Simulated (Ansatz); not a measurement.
C3H9NS (`CNCSC`), relaxed with RKS PBE0-D4/def2-TZVP in the Gaussian-basis code of Ansatz from a PBE-D4/def2-SVP geometry. The force threshold is 0.005 eV/Å; the program also tests the step.

Total charge 0; spin multiplicity 1.

Start:

```xyz
14

C     0.429    2.164    0.558
N    -0.337    1.087    1.164
C    -0.595   -0.045    0.341
S     0.946   -1.006   -0.186
C     0.116   -2.277   -1.184
H     0.555    2.988    1.288
H    -0.129    2.574   -0.311
H     1.440    1.864    0.187
H     0.061    0.805    2.066
H    -1.255   -0.764    0.871
H    -1.107    0.275   -0.594
H     0.896   -2.962   -1.568
H    -0.419   -1.834   -2.051
H    -0.603   -2.869   -0.579
```

```csv
step,energy (eV),largest force (eV/Å),largest move (Å)
1,-15575.7532,0.604,0.000
2,-15575.8150,0.302,0.035
3,-15575.8238,0.161,0.017
4,-15575.8245,0.075,0.008
5,-15575.8248,0.043,0.016
6,-15575.8249,0.025,0.016
7,-15575.8249,0.011,0.014
8,-15575.8249,0.004,0.005
```

End:

```xyz
14

C     0.431    2.145    0.560
N    -0.332    1.069    1.158
C    -0.592   -0.041    0.307
S     0.918   -0.961   -0.221
C     0.109   -2.259   -1.162
H     0.530    2.959    1.280
H    -0.114    2.531   -0.305
H     1.434    1.853    0.221
H     0.086    0.764    2.027
H    -1.242   -0.755    0.819
H    -1.102    0.306   -0.596
H     0.886   -2.923   -1.541
H    -0.440   -1.848   -2.012
H    -0.571   -2.839   -0.534
```

Run time 12 s (4 threads of an AMD EPYC 9R45 on a shared host); peak host memory 0.6 GiB.
